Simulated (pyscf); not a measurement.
Single points on ωB97X-D3(BJ)/def2-SVP structures (PySCF, gas phase). Correlated levels are frozen-core, on RHF or UHF. ΔMP2 is the change of the MP2 total energy from the triple- to the quadruple-zeta basis.

SMILES: C(#C)CC
```xyz
10

C      0.8183     0.5771    -1.4059
C      0.2189    -0.0476    -0.5615
C     -0.5164    -0.7807     0.4795
C     -1.0954     0.1389     1.5609
H      1.3531     1.1269    -2.1600
H      0.1626    -1.5214     0.9344
H     -1.3244    -1.3579    -0.0007
H     -0.2957     0.7013     2.0664
H     -1.7954     0.8666     1.1229
H     -1.6366    -0.4491     2.3183
```

Q: What is the homolytic dissociation enthalpy (298 K, CCSD(T)/def2-TZVPP + ΔMP2(QZVPP)) of the C–C bond of HC≡C–CH₂–CH₃, to •C≡CH + •H₂C–CH₃?

A: C–C to •C≡CH + •H₂C–CH₃: 125.3 kcal/mol. The radicals are drawn with the spin at the cut bond; how far it spreads was not checked. HC≡C–CH₂–CH₃ lies 13.2 kcal/mol over its isomer H₂C=CH–CH=CH₂, and others may lie lower still (electronic energy, ωB97M-D3(BJ)). Other isomers of •H₂C–CH₃ were not searched in full and may lie lower. The CCSD(T) − MP2 part came from Ansatz, without density fitting, on the same reference. An open-shell T1 diagnostic exceeds 0.045. A UHF reference is spin-contaminated (<S²> up to 1.15), which harms MP2 most. C₂H has a Π state close over its Σ ground state, and the state reached was not checked.
